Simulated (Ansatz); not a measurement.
# P (R-3m, No. 166, 2 atoms in the cell; start mp-130; high-pressure phase)

All values below come from r²SCAN-D4 (Ansatz, an electronic-structure program, PAW).

Numerical settings: plane-wave cutoff 500 eV, 14×14×14 k mesh, Fermi–Dirac smearing 0.05 eV, scalar-relativistic PAW data made under PBE.

Cell (relaxed at this level):

```cif
data_P6
_chemical_formula_sum 'P6'
_space_group_name_H-M_alt 'R-3m :H'
_space_group_IT_number 166
_space_group_name_Hall '-R 3 2"'
_cell_length_a 3.45120
_cell_length_b 3.45120
_cell_length_c 9.09249
_cell_angle_alpha 90.000
_cell_angle_beta 90.000
_cell_angle_gamma 120.000
loop_
_atom_site_label
_atom_site_type_symbol
_atom_site_symmetry_multiplicity
_atom_site_Wyckoff_symbol
_atom_site_fract_x
_atom_site_fract_y
_atom_site_fract_z
_atom_site_occupancy
P1 P 6 c 0.00000 0.00000 0.22943 1
```
(The calculation used a cell of 2 atoms; values per cell refer to that cell.)

```yaml
band_gap: none
```

Note: the relaxation could not lower the start's symmetry, so the cell can be a saddle point above a distorted one.

The computed numbers hold no vibrational or temperature effects.

A start named mp-… is a Materials Project structure, which need not be a measured phase.
